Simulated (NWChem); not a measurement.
# BCl2 (SMILES Cl[B]Cl) at UB3LYP/def2-SVP

What is the vertical ionisation energy of BCl2 at UB3LYP/def2-SVP? 

The calculation is run with NWChem 7.3.0.

4 further runs of the same task are left out: 4 set aside as unsound or not needed.

## Step 1: Starting point

BCl2: 3 atoms, total charge 0, spin state doublet. As SMILES, `Cl[B]Cl`. Geometry: relaxed at PBE0-D4/def2-TZVP.

Bond lengths: Cl1–B2 1.720 Å, B2–Cl3 1.720 Å. Angles: Cl1–B2–Cl3 125.4°.

## Step 2: The response to a field at UB3LYP/def2-SVP

mymol.nw reads:

```
start mymol
title "BCl2 B3LYP"
memory total 2200 mb
geometry noautosym nocenter noautoz
  Cl       0.371500      -1.525600       0.030000
  B       -0.463900      -0.050300      -0.256900
  Cl       0.081500       1.511100       0.213700
end
basis "ao basis" spherical bse
  Cl library def2-SVP
  B library def2-SVP
end
dft
  xc b3lyp
  mult 2
  grid lebedev 35 6
  convergence energy 1e-08
  maxiter 100
  mulliken
  print low
end
property
  response 1 0
end
task dft property
```

Run with:

```
$ nwchem mymol.nw > mymol.out
```

Standard output:

```text
[...]
 d= 0,ls=0.0,diis     1   -944.9100846319 -1.05D+03  1.39D-02  1.12D-01     0.5
[...]
 d= 0,ls=0.0,diis    10   -944.9727073208 -3.89D-09  4.70D-07  5.59D-10     2.9
[...]
         Total DFT energy =     -944.972707320766
      One electron energy =    -1506.691848226873
           Coulomb energy =      519.940083439794
    Exchange-Corr. energy =      -60.580028409588
 Nuclear repulsion energy =      102.359085875901
[...]
      Total Density - Mulliken Population Analysis
     ---------------------------------------------
    Atom       Charge   Shell Charges
 -----------   ------   -------------------------------------------------------
    1 Cl  17    16.99   2.00  1.98  1.28  0.63  5.93  2.18  2.96  0.03
    2 B    5     5.02   1.99  0.90  0.24  1.39  0.40  0.11
    3 Cl  17    16.99   2.00  1.98  1.28  0.63  5.93  2.18  2.96  0.03
[...]
      <S2> =      0.7522 (Exact =     0.7500)
[...]
 Anisotropic =      20.7970287
[...]
```

Run time: 9.6 s. Hardware: 1 thread of Intel Xeon Platinum 8259CL at 2.50GHz (Skylake/Cascade Lake), shared host; peak memory 0.11 GiB.

## Step 3: The singlet cation: the energy at B3LYP/def2-SVP

bcl2.nw reads:

```
start bcl2
memory stack 880 mb heap 220 mb global 1100 mb
charge 1
geometry noautosym nocenter noautoz
   Cl       0.371500      -1.525600       0.030000
   B       -0.463900      -0.050300      -0.256900
   Cl       0.081500       1.511100       0.213700
end
basis spherical bse
   * library def2-SVP
end
dft
   xc b3lyp
   grid lebedev 35 6
   convergence energy 1e-08
   maxiter 100
   mulliken
   noprint "final vectors analysis"
end
task dft energy
```

Run with:

```
$ nwchem bcl2.nw > bcl2.out
```

Standard output:

```text
[...]
          Wavefunction type:  closed shell.
          No. of atoms     :     3
          No. of electrons :    38
[...]
          Charge           :     1
          Spin multiplicity:     1
[...]
          AO basis - number of functions:    50
[...]
              XC Information
              --------------
                         B3LYP Method XC Potential
                     Hartree-Fock (Exact) Exchange  0.200
                        Slater Exchange Functional  0.800 local
                    Becke 1988 Exchange Functional  0.720 non-local
              Lee-Yang-Parr Correlation Functional  0.810
                  VWN I RPA Correlation Functional  0.190 local
[...]
 d= 0,ls=0.0,diis     1   -944.4279915139 -1.05D+03  5.39D-02  2.05D+00     0.4
[...]
 d= 0,ls=0.0,diis    11   -944.6530691943 -1.32D-11  2.87D-07  2.33D-10     2.5
         Total DFT energy =     -944.653069194329
      One electron energy =    -1495.883138325321
           Coulomb energy =      509.062158834512
    Exchange-Corr. energy =      -60.191175579421
 Nuclear repulsion energy =      102.359085875901
[...]
      Total Density - Mulliken Population Analysis
     ---------------------------------------------
    Atom       Charge   Shell Charges
 -----------   ------   -------------------------------------------------------
    1 Cl  17    16.69   2.00  1.98  1.34  0.59  5.93  2.15  2.68  0.03
    2 B    5     4.62   1.99  0.90  0.03  1.32  0.29  0.11
    3 Cl  17    16.69   2.00  1.98  1.34  0.59  5.93  2.15  2.68  0.03
[...]
```

Wall time 3.3 s (1 thread of Intel Xeon Platinum 8259CL at 2.50GHz (Skylake/Cascade Lake), shared host); peak memory 0.11 GiB.

## Step 4: Summary of results

At UB3LYP/def2-SVP:

| quantity | value |
| --- | --- |
| doublet BCl2: total energy | -944.97271 Eh |
| doublet BCl2: ⟨S²⟩ | 0.752 |
| doublet BCl2: mean static polarisability | 30.2 bohr³ |
| singlet cation: total energy | -944.65307 Eh |
| vertical ionisation energy (to the singlet cation) | 8.698 eV |

What this shows: Removing an electron at fixed nuclei costs 8.70 eV (839 kJ/mol). Only the singlet of the ionised species was computed; a triplet could lie lower.
